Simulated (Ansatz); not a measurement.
Born–Oppenheimer molecular dynamics of CH3FS (6 atoms, charge 0, multiplicity 1). It goes on from the last frame of an earlier run, with new velocities.

These are results of RKS PBE-D4/def2-SVP (Ansatz), not measurements.

```yaml
ensemble: NVT, Nosé–Hoover chain
time_step: 0.5 fs
steps_asked: 150
set_temperature: 500 K
thermostat: time constant 3 fs, chain length 1
seed: 764673
```

First frame:

```xyz
6
Properties=species:S:1:pos:R:3
F 0.647 0.131 -1.359
C -0.018 -0.413 -0.286
S -0.795 0.880 0.687
H 0.681 -1.000 0.336
H -0.826 -1.081 -0.674
H 0.369 1.355 1.151
```

(1) What does the run give?

(2) What happens to the structure?

(3) How do temperature and energy run in time?

Answers

(1) The run went to its last step.

```json
{
 "steps done": "150",
 "time covered": "75 fs",
 "mean temperature over the second half": "480 K",
 "spread of the potential energy over the second half": "41.9 meV per atom",
 "mean potential energy of the second half above the start": "75.1 meV per atom"
}
```

The conserved energy stayed within 0.82 meV per atom of its start (net change 0.12 meV per atom), so the integration is sound. A run of 0.075 ps of so small a system gives no equilibrium averages.

(2) The same pairs are bonded in the first frame and the last. Pairs count as bonded within 1.25 times the sum of covalent radii (0.12 Å more for H–H). Another seed would give other details.

(3) 
```csv
time (fs),T (K),potential energy less start (eV),conserved less start (meV/atom)
0,500,0.000,0.00
2.5,366,0.080,0.12
5,386,0.138,0.05
7.5,416,0.268,0.24
10,844,0.289,0.21
12.5,807,0.296,0.17
15,400,0.283,0.17
17.5,305,0.218,0.05
20,304,0.208,0.11
22.5,587,0.151,0.00
25,550,0.249,0.21
27.5,503,0.294,0.05
30,289,0.431,0.25
32.5,533,0.419,0.14
35,736,0.493,0.23
37.5,548,0.581,0.34
40,568,0.501,0.24
42.5,545,0.401,0.28
45,548,0.232,0.03
47.5,253,0.261,0.12
50,205,0.286,0.07
52.5,239,0.363,0.18
55,629,0.452,0.24
57.5,1017,0.743,0.53
60,495,0.991,0.61
62.5,520,0.922,0.63
65,877,0.588,0.47
67.5,550,0.271,0.13
70,177,0.225,0.14
72.5,166,0.184,0.09
75,299,0.158,0.12
```

Time of the run: 3.1 min on 1 thread of Arm Neoverse N1, with other jobs on the host, peak memory 0.084 GiB.
